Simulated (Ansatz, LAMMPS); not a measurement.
## Rock-salt NaF: properties by level of theory

Reference values: elastic constant C11 108 GPa (measured, 4 K, no zero-point or thermal correction; as tabulated in X. Wang et al., RSC Advances (2016)); elastic constant C44 29.0 GPa (measured, 4 K, no zero-point or thermal correction; as tabulated in X. Wang et al., RSC Advances (2016)).

```
level (code)                                                     elastic constant C11 (GPa)  elastic constant C44 (GPa)
---------------------------------------------------------------  --------------------------  --------------------------
ionic model joung2008 (rigid ions, set for SPC/E water, LAMMPS)                         181                        25.8
r²SCAN (Ansatz)                                                                         118                        28.8
B3LYP (VWN-RPA form) (Ansatz)                                                           101                        29.2
```

Differences from the reference values (errors of the level alone only where the reference is corrected to a static lattice):

| level | elastic constant C11 (%) | elastic constant C44 (%) |
|---|---|---|
| ionic model joung2008 | +68 | -11.0 |
| r²SCAN | +9.3 | -0.7 |
| B3LYP (VWN-RPA form) | -6.5 | +0.7 |

Nearest: elastic constant C11, not told apart by this reference; elastic constant C44, not told apart by this reference. Empirical potentials aren't ranked on values they can be fitted to.

Empirical potentials (ionic model joung2008) are fitted to chosen data, which need not cover the solid at hand: agreement can be built in, and what lay outside the fit can be far off.

Ansatz's density-functional and Hartree–Fock values are scalar-relativistic unless marked +SOC, with PAW data made under PBE.

Unless a cell is named, each level is at its own relaxed cell (ionic model joung2008 14.33, r²SCAN 12.12, B3LYP (VWN-RPA form) 12.54 Å³/atom).

Differences are worked out from the printed values.

Ansatz is a quantum-chemistry and plane-wave program.
